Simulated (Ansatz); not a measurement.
Crystal: C2O5, cubic X2O5 type, 14 atoms in the cell.

Space group Pn-3m, simple cubic cell, positions in fractions of the edge: C (0 0 0), (0.5 0.5 0), (0.5 0 0.5), (0 0.5 0.5); O (0.5 0 0), (0 0.5 0), (0 0 0.5), (0.5 0.5 0.5), (0.75 0.75 0.25), (0.75 0.25 0.75), (0.25 0.75 0.75), (0.75 0.25 0.25), (0.25 0.75 0.25), (0.25 0.25 0.75).

Computed with PBE, plane waves, PAW datasets (generated soft set 1) (Ansatz 0.2.0 development build).

Cutoff 420 eV; k-mesh 22×22×22 Γ-centred; Fermi–Dirac smearing of 0.0612 eV; no spin polarisation.

The fit to the energies gives V₀ = 8.371 Å³/atom (a₀ = 4.894 Å), B₀ = 136 GPa, B₀′ = 4.17.

(1) What pressure does the program print at V = 8.205 Å³/atom, and how far above the lowest computed point (V = 8.373 Å³/atom) does the energy lie?

Results:

(1) 2.82 GPa and 1.43 meV/atom. All points:

```json
{"V (Å³/atom)": "7.870", "a (Å)": "4.7941", "E − E(min) (meV/atom)": "14.09", "P (GPa)": "9.52"}
{"V (Å³/atom)": "8.038", "a (Å)": "4.8279", "E − E(min) (meV/atom)": "6.01", "P (GPa)": "5.99"}
{"V (Å³/atom)": "8.205", "a (Å)": "4.8612", "E − E(min) (meV/atom)": "1.43", "P (GPa)": "2.82"}
{"V (Å³/atom)": "8.373", "a (Å)": "4.8940", "E − E(min) (meV/atom)": "0.00", "P (GPa)": "-0.04"}
{"V (Å³/atom)": "8.540", "a (Å)": "4.9264", "E − E(min) (meV/atom)": "1.41", "P (GPa)": "-2.62"}
{"V (Å³/atom)": "8.708", "a (Å)": "4.9584", "E − E(min) (meV/atom)": "5.38", "P (GPa)": "-4.94"}
{"V (Å³/atom)": "8.875", "a (Å)": "4.9900", "E − E(min) (meV/atom)": "11.66", "P (GPa)": "-7.04"}
```

The published all-electron PBE values for this crystal (mean of FLEUR and WIEN2k, k-spacing 0.06 Å⁻¹; Bosoni et al., Nat. Rev. Phys. 6, 45 (2024)) are V₀ = 8.374 Å³/atom, B₀ = 135.9 GPa, B₀′ = 4.23.

The stress includes the program's correction for the finite plane-wave basis.

This cubic structure is a model: it isn't the usual form of the substance at ambient conditions, and such phases are metastable or hypothetical.
